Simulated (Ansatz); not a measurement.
Ansatz (a program for electronic structure) input (B3LYP-D3(BJ)/def2-TZVP):

Ansatz 0.2 input:
```yaml
crystal:
  periodic: [false, false, false]
  atoms:
    - {symbol: C, position_ang: [-0.01156687, 1.11477173, 0.30749385]}
    - {symbol: C, position_ang: [0.00114306, -1.11010902, 0.31487684]}
    - {symbol: C, position_ang: [0.73588007, 0.00427763, -0.35952680]}
    - {symbol: C, position_ang: [-0.74515062, -0.00409939, -0.36076464]}
    - {symbol: H, position_ang: [-0.01275759, 1.16966601, 1.39090434]}
    - {symbol: H, position_ang: [-0.01658630, 2.08401139, -0.17597545]}
    - {symbol: H, position_ang: [0.00069793, -1.15813610, 1.39866956]}
    - {symbol: H, position_ang: [0.00702256, -2.08243665, -0.16230179]}
    - {symbol: H, position_ang: [1.49021197, 0.00633881, -1.11592156]}
    - {symbol: H, position_ang: [-1.49795644, -0.01113842, -1.11873028]}
basis:
  gaussian:
    orbitals: def2-TZVP
hamiltonian:
  xc: b3lyp
  dispersion: d3bj
relax: {f_tol: 0.002, max_steps: 150}
```

Output:

```
Functional definition: B3LYP
integrals: 0.06 GiB planned
984 factors; their error is unknown
mean field: 0.67 GiB planned
mean field evaluation 1: about -4234.9532 eV, gradient 6.5e1 eV
mean field evaluation 2: about -4224.2098 eV, gradient 9.3e1 eV
mean field evaluation 4: about -4245.1688 eV, gradient 3.7e0 eV
mean field evaluation 8: about -4245.1938 eV, gradient 1.9e-2 eV
mean field evaluation 16: about -4245.1662 eV, gradient 1.4e-4 eV
mean field -4245.16623454 eV, -156.0069816423 hartree, gradient 6.9e-6 eV, S^2 0.000000; 0 other end points of the search recorded, 0 dependent functions left out
the calculation of the forces begins
reference -4245.16647845 eV, -156.0069906058 hartree; 15, 15 occupied and 145, 145 virtual orbitals, 984 factors
relax step   1: F+E_penalty+E_count = -4245.44678627 eV  Δ(F+E_penalty+E_count) = +0.000e0 eV  max|allowed force component| = 4.636e-1 eV/Å  Δτ_max = 0.0000 Å  (28 SCF iters, accepted)
these checks for a lower state are left out or cut short: starts, cluster_reference, orbital_swaps, neighbouring_geometries, increment
integrals: 0.06 GiB planned
984 factors; their error is unknown
mean field: 0.67 GiB planned
mean field -4245.18873877 eV, -156.0078086575 hartree, gradient 2.1e-5 eV, S^2 0.000000; 0 other end points of the search recorded, 0 dependent functions left out
the calculation of the forces begins
reference -4245.18898316 eV, -156.0078176386 hartree; 15, 15 occupied and 145, 145 virtual orbitals, 984 factors
relax step   2: F+E_penalty+E_count = -4245.46877066 eV  Δ(F+E_penalty+E_count) = -2.198e-2 eV  max|allowed force component| = 1.464e-1 eV/Å  Δτ_max = 0.0372 Å  (30 SCF iters, accepted)
these checks for a lower state are left out or cut short: starts, cluster_reference, orbital_swaps, neighbouring_geometries, increment
integrals: 0.06 GiB planned
984 factors; their error is unknown
mean field: 0.67 GiB planned
mean field evaluation 32: about -4245.1978 eV, gradient 2.1e-5 eV
mean field -4245.19775483 eV, -156.0081399916 hartree, gradient 2.1e-5 eV, S^2 0.000000; 0 other end points of the search recorded, 0 dependent functions left out
the calculation of the forces begins
reference -4245.19799961 eV, -156.0081489870 hartree; 15, 15 occupied and 145, 145 virtual orbitals, 984 factors
relax step   3: F+E_penalty+E_count = -4245.47769492 eV  Δ(F+E_penalty+E_count) = -8.924e-3 eV  max|allowed force component| = 2.112e-1 eV/Å  Δτ_max = 0.0320 Å  (30 SCF iters, accepted)
these checks for a lower state are left out or cut short: starts, cluster_reference, orbital_swaps, neighbouring_geometries, increment
integrals: 0.06 GiB planned
984 factors; their error is unknown
mean field: 0.67 GiB planned
mean field -4245.19986807 eV, -156.0082176517 hartree, gradient 2.0e-5 eV, S^2 0.000000; 0 other end points of the search recorded, 0 dependent functions left out
the calculation of the forces begins
reference -4245.20011292 eV, -156.0082266498 hartree; 15, 15 occupied and 145, 145 virtual orbitals, 984 factors
relax step   4: F+E_penalty+E_count = -4245.48010559 eV  Δ(F+E_penalty+E_count) = -2.411e-3 eV  max|allowed force component| = 1.143e-1 eV/Å  Δτ_max = 0.0159 Å  (29 SCF iters, accepted)
these checks for a lower state are left out or cut short: starts, cluster_reference, orbital_swaps, neighbouring_geometries, increment
integrals: 0.06 GiB planned
984 factors; their error is unknown
mean field: 0.67 GiB planned
mean field -4245.20026499 eV, -156.0082322383 hartree, gradient 2.1e-5 eV, S^2 0.000000; 0 other end points of the search recorded, 0 dependent functions left out
the calculation of the forces begins
reference -4245.20050993 eV, -156.0082412398 hartree; 15, 15 occupied and 145, 145 virtual orbitals, 984 factors
relax step   5: F+E_penalty+E_count = -4245.48049183 eV  Δ(F+E_penalty+E_count) = -3.862e-4 eV  max|allowed force component| = 6.430e-2 eV/Å  Δτ_max = 0.0265 Å  (29 SCF iters, accepted)
these checks for a lower state are left out or cut short: starts, cluster_reference, orbital_swaps, neighbouring_geometries, increment
integrals: 0.06 GiB planned
984 factors; their error is unknown
mean field: 0.67 GiB planned
mean field -4245.20063544 eV, -156.0082458521 hartree, gradient 2.1e-5 eV, S^2 0.000000; 0 other end points of the search recorded, 0 dependent functions left out
the calculation of the forces begins
reference -4245.20088028 eV, -156.0082548499 hartree; 15, 15 occupied and 145, 145 virtual orbitals, 984 factors
relax step   6: F+E_penalty+E_count = -4245.48088624 eV  Δ(F+E_penalty+E_count) = -3.944e-4 eV  max|allowed force component| = 5.014e-2 eV/Å  Δτ_max = 0.0115 Å  (30 SCF iters, accepted)
these checks for a lower state are left out or cut short: starts, cluster_reference, orbital_swaps, neighbouring_geometries, increment
integrals: 0.06 GiB planned
984 factors; their error is unknown
mean field: 0.67 GiB planned
mean field -4245.20091595 eV, -156.0082561608 hartree, gradient 2.1e-5 eV, S^2 0.000000; 0 other end points of the search recorded, 0 dependent functions left out
the calculation of the forces begins
reference -4245.20116081 eV, -156.0082651589 hartree; 15, 15 occupied and 145, 145 virtual orbitals, 984 factors
relax step   7: F+E_penalty+E_count = -4245.48115985 eV  Δ(F+E_penalty+E_count) = -2.736e-4 eV  max|allowed force component| = 2.692e-3 eV/Å  Δτ_max = 0.0069 Å  (31 SCF iters, accepted)
these checks for a lower state are left out or cut short: starts, cluster_reference, orbital_swaps, neighbouring_geometries, increment
integrals: 0.06 GiB planned
984 factors; their error is unknown
mean field: 0.67 GiB planned
mean field evaluation 64: about -4245.2009 eV, gradient 4.8e-4 eV
mean field -4245.20091703 eV, -156.0082562002 hartree, gradient 2.1e-5 eV, S^2 0.000000; 0 other end points of the search recorded, 0 dependent functions left out
the calculation of the forces begins
reference -4245.20116188 eV, -156.0082651983 hartree; 15, 15 occupied and 145, 145 virtual orbitals, 984 factors
relax step   8: F+E_penalty+E_count = -4245.48116104 eV  Δ(F+E_penalty+E_count) = -1.188e-6 eV  max|allowed force component| = 3.808e-4 eV/Å  Δτ_max = 0.0004 Å  (30 SCF iters, accepted)
integrals: 0.06 GiB planned
984 factors; their error is unknown
mean field: 0.67 GiB planned
mean field -4245.20091703 eV, -156.0082562002 hartree, gradient 2.1e-5 eV, S^2 0.000000; 1 other end points of the search recorded, 0 dependent functions left out
the calculation of the forces begins
reference -4245.20116188 eV, -156.0082651983 hartree; 15, 15 occupied and 145, 145 virtual orbitals, 984 factors
Total energy: -4245.48140589 eV, -156.0185639758 hartree
Atom 0 at    -0.011685     1.136224     0.316420 Å, force     0.000067     0.000270    -0.000171 eV/Å
Atom 1 at     0.001292    -1.131573     0.323868 Å, force     0.000234    -0.000262    -0.000181 eV/Å
Atom 2 at     0.737845     0.004515    -0.309210 Å, force    -0.000166    -0.000020     0.000106 eV/Å
Atom 3 at    -0.747109    -0.003995    -0.310516 Å, force     0.000381    -0.000004     0.000213 eV/Å
Atom 4 at    -0.013142     1.238067     1.401108 Å, force    -0.000334    -0.000039    -0.000108 eV/Å
Atom 5 at    -0.016669     2.078708    -0.220467 Å, force     0.000192    -0.000149     0.000094 eV/Å
Atom 6 at     0.000910    -1.226301     1.409200 Å, force    -0.000155     0.000047    -0.000080 eV/Å
Atom 7 at     0.007204    -2.077560    -0.206814 Å, force    -0.000055     0.000158     0.000070 eV/Å
Atom 8 at     1.420599     0.005673    -1.141152 Å, force    -0.000075     0.000039    -0.000120 eV/Å
Atom 9 at    -1.428306    -0.010612    -1.143713 Å, force    -0.000088    -0.000040     0.000177 eV/Å
Dipole moment:     0.000147    -0.000490    -0.149345 e Å
```
